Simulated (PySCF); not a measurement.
# AlClH₂S, a complex of two parts: interaction energy

Aim: the interaction energy of `[Al][Cl]` with `S`.

Programs: PySCF 2.14.0. All values are calculated, for the isolated system unless a continuum is named. Atoms count from 0, parts from 1.

### Step 1. Starting point

5 atoms, charge 0, multiplicity 1; geometry: GFN2-xTB. Parts: 1 = atoms 0–1, `[Al][Cl]`, charge 0; 2 = atoms 2–4, `S`, charge 0.

### Step 2. Geometry optimisation at PBE0-D3(BJ)/def2-SVPD

Job settings and geometry (Å):

```
{"job": {"xc": "PBE0", "basis": "def2-SVPD", "d3": "d3bj", "grid": 2, "kind": "geom", "shake": 0.01}, "charge": 0, "multiplicity": 1, "parts": [{"atoms": "0-1", "charge": 0, "multiplicity": 1}, {"atoms": "2-4", "charge": 0, "multiplicity": 1}]}
Al    -0.974274    -0.151569    -0.378631
Cl     0.983764    -0.099160     0.120854
S     -1.046255    -1.845432    -2.461426
H      0.304506    -1.873560    -2.190408
H     -0.858605    -2.739470    -3.491235
```

Command:

```sh
OMP_NUM_THREADS=1 python cluster_run.py task.json out
```

This one command runs all jobs of the session in turn.

**Question.** The jobs that follow are: CCSD(T)/aug-cc-pVDZ and MP2/aug-cc-pVTZ counterpoise interaction energy, frozen core, gas phase. Predict: point group; rotational constants (main isotopes); interaction energy, CCSD(T) limit estimate; MP2/aug-cc-pVTZ; T1 diagnostic.

As calculated:

| quantity | value |
| --- | --- |
| point group | C1 |
| rotational constants (main isotopes) | 7.28, 2.24, 1.73 GHz |
| interaction energy, CCSD(T) limit estimate | -3.21 kcal/mol |
| MP2/aug-cc-pVTZ | -3.51 kcal/mol |
| T1 diagnostic | 0.0119 |

**Reading.** The optimisation took 32 steps and gained 0.600 eV; among the close pairs (by a distance rule), Al0–S2 changed most, from 2.686 to 3.035 Å. No frequency check was run at this level, so the end point may be a saddle. The interaction energy leaves out the deformation of the parts, 0.42 kcal/mol (MP2); added to the CCSD(T) estimate it gives a binding of about -2.79 kcal/mol. The estimate adds CCSD(T) less MP2 in the small basis (+0.82 kcal/mol) to extrapolated MP2. Hartree-Fock gives 1.22 against -3.21 kcal/mol, so correlation carries all of the binding.
